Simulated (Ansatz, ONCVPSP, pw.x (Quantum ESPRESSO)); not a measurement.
# Which Mo potential is closest to all-electron in the bcc crystal?

All use PBEsol, scalar-relativistic, no spin, cutoffs from each file’s atomic test, pw.x 7.5; 15³ k-points, Fermi–Dirac smearing 0.01 Ry. Δ is the rms difference from all-electron LAPW of the E(V) curves that follow from fits to the pressures, over ±6 % in volume. Mesh and smearing are coarse and serve the comparison alone. The files are a selection: those with a ghost or negative overlap were mostly not run, and those with noisy or unconverged pressures or nearly equal Δ are left out.

All-electron: a0 = 3.131 Å (V0 = 15.34 Å³/atom), B0 = 279.7 GPa.

**Question.** Rank them by Δ, smallest first.
A. optimised norm-conserving Vanderbilt (ONCV), ONCVPSP 4.0.1.1 (patched build), PBEsol; core [Ar] 3d10, reference 4s2 4p6 4d5 5s1; waves: 4s+5s: rc 1.90 bohr, ncon 4, nbas 9, qcut 7.1 1/bohr, 2 projectors; 4p: rc 2.00 bohr, ncon 3, nbas 6, qcut 6.9 1/bohr, 3 projectors, debl 2.6 Ha; 4d: rc 1.75 bohr, ncon 3, nbas 6, qcut 6.1 1/bohr, 2 projectors, debl 1.8 Ha; local part: polynomial inside 1.70 bohr (lpopt 3, dvloc0 4 Ha); core correction: none.
B. optimised norm-conserving Vanderbilt (ONCV), ONCVPSP 4.0.1.1 (patched build), PBEsol; core [Ar] 3d10, reference 4s2 4p6 4d5 5s1; waves: 4s+5s: rc 2.15 bohr, ncon 3, nbas 8, qcut 5.1 1/bohr, 2 projectors; 4p: rc 1.85 bohr, ncon 4, nbas 9, qcut 6.3 1/bohr, 2 projectors, debl 3.8 Ha; 4d: rc 2.25 bohr, ncon 4, nbas 9, qcut 5.7 1/bohr, 2 projectors, debl 2.3 Ha; f scattering state at 0.05 Ha: rc 1.90 bohr, ncon 4, nbas 8, qcut 5.4 1/bohr, 1 projector; local part: polynomial inside 1.15 bohr (lpopt 5, dvloc0 0 Ha); core correction: Teter function, fcfact 3.25, rcfact 1.7.
C. optimised norm-conserving Vanderbilt (ONCV), ONCVPSP 4.0.1.1 (patched build), PBEsol; core [Ar] 3d10, reference 4s2 4p6 4d5 5s1; waves: 4s+5s: rc 1.55 bohr, ncon 3, nbas 7, qcut 8 1/bohr, 2 projectors; 4p: rc 1.45 bohr, ncon 3, nbas 7, qcut 11.1 1/bohr, 2 projectors, debl 0.5 Ha; 4d: rc 1.45 bohr, ncon 3, nbas 8, qcut 13.2 1/bohr, local; local part: the d channel; core correction: none. In the p channel the program set the typed energies aside and used -1.413, 0.250 Ha.

**Answer.** B (1.5 meV/atom), C (2.2 meV/atom), A (5.8 meV/atom).
